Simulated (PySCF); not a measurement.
**NF3 (nitrogen trifluoride): PBE/STO-6G**

Aim: the vertical singlet–triplet gap of NF3 (nitrogen trifluoride) at PBE/STO-6G, from 2 runs. Input form: a Python script.

Program for the calculation: PySCF 2.14.0.

7 further runs of the same task are left out: 2 that didn't finish, 5 set aside as unsound or not needed.

## 1. Starting point

NF3 has 4 atoms, charge 0, and is taken as a singlet. As SMILES, `FN(F)F`. Geometry: relaxed at PBE0-D4/def2-TZVP.

Bond lengths: F1–N2 1.360 Å, N2–F3 1.360 Å, N2–F4 1.360 Å. Angles: F1–N2–F3 102.1°, F1–N2–F4 102.1°, F3–N2–F4 102.1°.

## 2. The energy at PBE/STO-6G

Contents of input.py:

```python
from pyscf import gto, dft

mol = gto.Mole()
mol.atom = '''
F        0.614010       0.000340       1.066930
N        0.353420      -0.074150      -0.266250
F       -0.636280      -1.006490      -0.312240
F       -0.331150       1.080310      -0.488440
'''
mol.verbose = 3
mol.basis = 'sto-6g'
mol.max_memory = 1860
mol.spin = 0
mol.build()

calc0 = dft.RKS(mol, xc='pbe')
calc0.conv_tol = 1e-10
calc0.grids.level = 5
calc0.kernel()
if not calc0.converged:
    calc0 = calc0.newton().run(calc0.mo_coeff, calc0.mo_occ)

e_tot = calc0.e_tot
print('E = %.10f Eh' % e_tot)
```

The run is started by

```sh
$ OMP_NUM_THREADS=1 python input.py
```

Output:

```text
converged SCF energy = -352.077603375014
E = -352.0776033750 Eh
```

It took 3.3 s on 1 thread of Arm Neoverse V2, shared host; peak memory 0.2 GiB.

## 3. The triplet, same level

Contents of job.py:

```python
from pyscf import gto, dft

mol = gto.Mole()
mol.atom = '''
F    0.614010   0.000340   1.066930
N    0.353420  -0.074150  -0.266250
F   -0.636280  -1.006490  -0.312240
F   -0.331150   1.080310  -0.488440
'''
mol.spin = 2
mol.basis = 'sto-6g'
mol.max_memory = 1860
mol.verbose = 3
mol.build()

mf = dft.UKS(mol, xc='pbe')
mf.conv_tol = 1e-10
mf.grids.level = 5
mf.kernel()
if not mf.converged:
    mf = mf.newton().run(mf.mo_coeff, mf.mo_occ)

e_tot = mf.e_tot
print('E = %.10f Eh' % e_tot)
```

The run is started by

```sh
$ OMP_NUM_THREADS=1 python job.py
```

Output:

```text
WARN: HOMO 0.0878426132450376 >= LUMO -0.277958676451128

WARN: HOMO 0.0928572177405469 >= LUMO -0.045346555456911

WARN: HOMO 0.119184386557826 >= LUMO -0.0652414788729152

WARN: HOMO 0.160238091940608 >= LUMO -0.0610357717581383

WARN: HOMO 0.156880934033724 >= LUMO -0.071912771570431

WARN: HOMO 0.163423809576594 >= LUMO -0.0760336570036601

WARN: HOMO 0.169523331814958 >= LUMO -0.0744713186318749

WARN: HOMO 0.171871265722436 >= LUMO -0.0731923972256697

WARN: HOMO 0.173002113944952 >= LUMO -0.072439089953762

WARN: HOMO 0.172929711896496 >= LUMO -0.0717701184972391

WARN: HOMO 0.172957561880799 >= LUMO -0.0716249022634411

WARN: HOMO 0.173006351700303 >= LUMO -0.0715497615669841

WARN: HOMO 0.172999014961757 >= LUMO -0.0715394573381997

WARN: HOMO 0.173000026786551 >= LUMO -0.0715383263188508

WARN: HOMO 0.172997595943666 >= LUMO -0.0715360365140899

WARN: HOMO 0.173009826712824 >= LUMO -0.0715016818635862

WARN: HOMO 0.173008645892839 >= LUMO -0.071528966292937

WARN: HOMO 0.173009661909036 >= LUMO -0.071532465895583

WARN: HOMO 0.173010360255054 >= LUMO -0.0715333076856686

WARN: HOMO 0.173010137184967 >= LUMO -0.0715330753744199

WARN: HOMO 0.173010132575536 >= LUMO -0.0715329224923726

WARN: HOMO 0.173010153208254 >= LUMO -0.0715329043040828

converged SCF energy = -351.81738708689  <S^2> = 2.0016647  2S+1 = 3.0011096
E = -351.8173870869 Eh
```

Run time: 8.7 s. Hardware: 1 thread of Arm Neoverse V2, shared host; peak memory 0.21 GiB.

## 4. Outcome

Level: PBE/STO-6G.

| quantity | value |
| --- | --- |
| singlet: total energy | -352.07760 Eh |
| singlet: dipole moment | 0.58 D |
| singlet: HOMO energy | -2.98 eV |
| singlet: LUMO energy | 4.54 eV |
| singlet: HOMO–LUMO gap | 7.52 eV |
| triplet: total energy | -351.81739 Eh |
| triplet: dipole moment | 0.38 D |
| triplet: ⟨S²⟩ | 2.002 |
| vertical energy of the triplet above the singlet | 7.081 eV |

What this shows: At this shape the triplet lies 7.08 eV (683 kJ/mol) above the singlet. In a minimal basis such a difference can be off by several eV, whatever the method.
